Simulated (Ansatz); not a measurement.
Geometry optimisation, Ansatz, UHF/def2-SVP.

Input:

```yaml
crystal:
  periodic: [false, false, false]
  atoms:
    - { symbol: Al, position_ang: [0.197858, 0.600836, -0.521655] }
    - { symbol: H, position_ang: [0.032695, 0.267736, 2.214966] }
    - { symbol: H, position_ang: [1.333023, -0.51855, -0.568845] }
    - { symbol: C, position_ang: [-1.675535, 0.094108, -0.922616] }
    - { symbol: H, position_ang: [-1.91276, -0.913042, -0.565894] }
    - { symbol: H, position_ang: [-2.407598, 0.789212, -0.503292] }
    - { symbol: H, position_ang: [-1.823094, 0.092027, -2.009509] }
    - { symbol: H, position_ang: [-0.18029, -0.412327, 2.181145] }
magnetization:
  spin_polarized: true
  initial_magnetization: 1
basis:
  gaussian: { orbitals: def2-SVP }
hamiltonian:
  xc: hf
relax:
  f_tol: 0.03
  max_steps: 50
output:
  orbitals: {}
```

Run as:

```bash
$ ansatz run input.yaml --threads 1 --pin off --max-ram 2048MiB --backend cpu --events-out ev --progress --plain --runs-dir out
```

Task: Where does it end, and by what steps?

Result: It converged. The force dipped under the threshold on the way, but the program's further checks kept it going. After 25 steps the energy has fallen by 0.049 eV; H2 moved furthest, 0.64 Å.

| step | energy less start (eV) | largest force component (eV/Å) | accepted |
| --- | --- | --- | --- |
| 0 | 0.0000 | 1.404 | yes |
| 1 | -0.0086 | 1.144 | yes |
| 2 | -0.0048 | 1.342 | no |
| 3 | -0.0372 | 0.071 | yes |
| 4 | -0.0412 | 0.049 | yes |
| 5 | -0.0443 | 0.047 | yes |
| 6 | -0.0453 | 0.089 | yes |
| 7 | -0.0460 | 0.072 | yes |
| 8 | -0.0465 | 0.050 | yes |
| 9 | -0.0469 | 0.075 | yes |
| 10 | -0.0471 | 0.051 | yes |
| 11 | -0.0475 | 0.053 | yes |
| 12 | -0.0476 | 0.095 | yes |
| 13 | -0.0479 | 0.078 | yes |
| 14 | -0.0481 | 0.095 | yes |
| 15 | -0.0482 | 0.115 | yes |
| 16 | -0.0487 | 0.011 | yes |
| 17 | -0.0407 | 0.651 | no |
| 18 | -0.0489 | 0.022 | yes |
| 19 | -0.0422 | 0.594 | no |
| 20 | -0.0490 | 0.031 | yes |
| 21 | -0.0488 | 0.167 | no |
| 22 | -0.0491 | 0.015 | yes |
| 23 | -0.0493 | 0.042 | yes |
| 24 | -0.0491 | 0.131 | no |
| 25 | -0.0494 | 0.014 | yes |

```xyz
8
Properties=species:S:1:pos:R:3
Al 0.168 0.720 -0.805
H -0.137 0.038 2.787
H 1.298 -0.407 -0.782
C -1.713 0.160 -1.067
H -1.994 -0.591 -0.320
H -2.430 0.981 -1.009
H -1.825 -0.315 -2.049
H 0.198 -0.586 2.548
```

Whether the end is a true minimum wasn't checked by a vibrational analysis.

Time of the run: 14 s on 1 thread of Arm Neoverse V2, on a shared host, peak memory 0.12 GiB.
